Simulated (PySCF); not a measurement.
**Relaxation of triplet B2H2**

All numbers come from PySCF, UPBE0, basis B def2-TZVP, H def2-TZVP (no relativity, density fitting). A (50,194) grid was used.

A hand-made linear X-M-M-X start, of D∞h symmetry, held to at least that symmetry:

```xyz
4
charge 0 multiplicity 3, angstrom
B     0.0000    0.0000    0.8500
B     0.0000    0.0000   -0.8500
H     0.0000    0.0000    2.0200
H     0.0000    0.0000   -2.0200
```

(1) What does it relax to?

(2) How much energy is released, and in how many steps?

Results:

(1) It ends at D∞h with B–B 1.510 Å, B–H 1.177 Å (×2); B–B–H 180.0° (×2). A frequency run shows a minimum. Other isomers or separated fragments may lie lower.

(2) 48.8 kJ/mol in 4 steps.

The relaxation took 5 s on 2 threads of a shared Arm Neoverse N1 host, with 74 basis functions and 5 gradients; the process peaked at 0.5 GiB.
